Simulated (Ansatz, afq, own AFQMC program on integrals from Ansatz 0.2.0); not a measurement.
Where AFQMC and coupled cluster stand for H$_{3}$O⁻, triplet

```yaml
atoms:
  - { symbol: O, position_ang: [0.0846, 0.0376, -0.0791] }
  - { symbol: H, position_ang: [-0.2466, 0.9743, -0.0791] }
  - { symbol: H, position_ang: [-0.8381, -1.1625, 2.2977] }
  - { symbol: H, position_ang: [-0.2585, -0.4086, -0.9628] }
```

Basis 6-31++G**. Noble-gas cores (and the filled d shells of Ga–Kr and In–Xe) are frozen. Integrals, coupled cluster, full CI and functionals: Ansatz 0.2.0; the random walks run on the same integrals in our own AFQMC program. ph-AFQMC/CISD is guided by a CISD state made of CCSD amplitudes; releasing the constraint for a short imaginary time cuts its bias at the price of noise, slowly where states lie close. ± is one standard error of the sampling.

Determinant: UHF, the one that the program's search chose, which needn't be the lowest solution. The geometry is a point of a scan.

No full CI on the walks' own integrals is used here; CCSDT(Q) serves as the reference and is uncertain by about the last step of the cluster series.

Cautions: lower spins were not checked.

- T1 diagnostic: 0.0172
- weight of the determinant in the CISD state: 0.929
- ⟨S²⟩ of the determinant: 2.001
- size of the correlated space: 10 electrons in 36 orbitals

Reference: CCSDT(Q), correlation energy -6.189 eV. The released energy is read at 2.40 1/Eh (meV from the phaseless value at times in 1/Eh: -14 ± 15 at 0.24, 8 ± 14 at 0.51, -16 ± 15 at 0.99, -23 ± 23 at 1.62, -10 ± 19 at 2.40).

```json
{"level": "HF", "E − E(reference) (mEh)": "227.45", "share of correlation (%)": "0.00"}
{"level": "MP2", "E − E(reference) (mEh)": "12.79", "share of correlation (%)": "94.38"}
{"level": "CCSD", "E − E(reference) (mEh)": "5.52", "share of correlation (%)": "97.57"}
{"level": "CCSD(T)", "E − E(reference) (mEh)": "0.95", "share of correlation (%)": "99.58"}
{"level": "CCSDT", "E − E(reference) (mEh)": "0.67", "share of correlation (%)": "99.70"}
{"level": "ph-AFQMC/CISD", "E − E(reference) (mEh)": "-0.18 ± 0.69", "share of correlation (%)": "100.08"}
{"level": "released AFQMC", "E − E(reference) (mEh)": "-0.56 ± 0.70", "share of correlation (%)": "100.25"}
```

Released energies are given only where the last usable release times agree within the noise; a slower fall can still hide under it.
